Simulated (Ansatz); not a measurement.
# Ozone (O₃): basis-set convergence

One table from this session's results is given with a row withheld; the runs are named, their logs left out.

Method: one geometry, several basis sets; program: Ansatz 0.2.0, Gaussian basis.

Plan: PBE0-D4/def2-SVP; ωB97M-V/def2-SVP; PBE0-D4/def2-QZVPP; ωB97M-V/def2-QZVPP; CCSD(T)/cc-pV(D+d)Z; CCSD(T)/cc-pV(T+d)Z; CCSD(T)/cc-pV(Q+d)Z; the functionals' def2-TZVPP values are taken from earlier runs.

## The geometry

An earlier PBE0-D4 in a triple-zeta def2 set relaxation fixed the geometry.

SMILES `O=[O+][O-]`, 3 atoms, charge 0, spin multiplicity 1.

Atoms are counted from 1 here; the program's logs count them from 0.

Bond lengths: O1–O2 1.238 Å, O2–O3 1.238 Å. Angles: O1–O2–O3 118.4°.

Coordinates:

```
O     0.8487   -0.5359    0.4095
O    -0.2289   -0.3176   -0.1594
O    -0.6198    0.8535   -0.2501
```

Set-up of the first run:

in.yaml

```yaml
crystal:
  periodic: [false, false, false]
  atoms:
    - {symbol: O, position_ang: [0.848748, -0.535915, 0.409549]}
    - {symbol: O, position_ang: [-0.228908, -0.317631, -0.159447]}
    - {symbol: O, position_ang: [-0.619840, 0.853546, -0.250102]}
basis:
  gaussian: {orbitals: def2-SVP}
hamiltonian: {xc: pbe0, dispersion: d4}
output: {orbitals: {seedname: orbitals}}
```

Run with:

```sh
$ ansatz run in.yaml --threads 2 --pin off --events-out ev --progress --plain --max-ram 32768MiB --backend cpu
```

Among the steps run: PBE0-D4 in def2-SVP; ωB97M-V in def2-SVP; PBE0-D4 in def2-QZVPP; ωB97M-V in def2-QZVPP.

One table of the session follows, with a row left open; its other results are not shown here.

It belongs to the step «Density functionals: the series». 

| functional | basis | HOMO (eV) | LUMO (eV) |
| --- | --- | --- | --- |
| PBE0-D4 | def2-SVP | -9.47 | -4.70 |
| PBE0-D4 | def2-TZVPP | -9.66 | -4.81 |
| PBE0-D4 | def2-QZVPP | ? | ? |
| ωB97M-V | def2-SVP | -11.96 | -2.15 |
| ωB97M-V | def2-TZVPP | -12.19 | -2.34 |
| ωB97M-V | def2-QZVPP | -12.23 | -2.38 |

**Question.** Estimate the row for PBE0-D4, def2-QZVPP.

The run gave: HOMO (eV): -9.69; LUMO (eV): -4.84. In the column «HOMO (eV)» it lies between ωB97M-V, def2-SVP (-11.96) and PBE0-D4, def2-TZVPP (-9.66).
